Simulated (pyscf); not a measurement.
Homolytic dissociation enthalpies at 298 K of Cl–Ge, Cl–Si, Cl–Sn, F–Si, I–Si bonds in 8 gas-phase molecules, in kJ/mol. Single points on ωB97X-D3(BJ)/def2-SVP structures (PySCF, gas phase). Both columns use the same structures and thermal terms. Rows were drawn at random from the closed-shell molecules with such a bond whose radicals are computed, keep their shape and have no isomer in the data more than 5 kcal/mol lower.

```
row                molecule                   radicals  B3LYP-D3(BJ)/def2-TZVP  ωB97M-D3(BJ)/def2-TZVP
---  ----------------------  -------------------------  ----------------------  ----------------------
1        Cl–SiH₂–SiH(Cl)–Cl     Cl• + •H₂Si–SiH(Cl)–Cl                   427.4                   444.4
2          Cl–Ge(Cl)(Cl)–Cl        Cl• + Cl–Ge•(Cl)–Cl                   357.9                       ?
3    H₃Si–Si(SiH₃)(SiH₃)–Cl  H₃Si–Si•(SiH₃)–SiH₃ + Cl•                   408.7                   422.8
4      H₃C–Si(F)(SiH₃)–SiH₃    H₃C–Si•(SiH₃)–SiH₃ + F•                   592.5                   603.4
5       F–Si(SiH₃)(SiH₃)–Cl     F• + H₃Si–Si•(SiH₃)–Cl                   590.5                   603.2
6              Cl–SnH₂–SnH₃           Cl• + •H₂Sn–SnH₃                   368.2                   375.8
7    H₃Si–SiH₂–SiH(SiH₃)–Cl  H₃Si–SiH•–SiH₂–SiH₃ + Cl•                   414.8                   431.6
8            H₂N–SiH(NH₂)–I          H₂N–SiH•–NH₂ + I•                   347.8                   355.9
```

**Question.** Fit a line that carries the B3LYP-D3(BJ) values to the last column and predict row 2.

**Answer.** In the 7 complete rows the last column lies 7.6 to 17.0 kJ/mol from B3LYP-D3(BJ) (mean 12.5, median 12.7). Least squares gives y = 8.0 + 1.01·x with residuals of 3.5 kJ/mol (root mean square). For row 2: 8.0 + 1.01 × 357.9 = 369.5 kJ/mol. The computed value is 377.4 kJ/mol, 7.9 over the line. Left out: the spin-orbit lowering of Cl, F, I, which is large for Br, Se, Te and I. Elements up to Kr have no core potential and no relativistic terms here. Elements past Kr carry the def2 core potentials, without spin-orbit coupling.
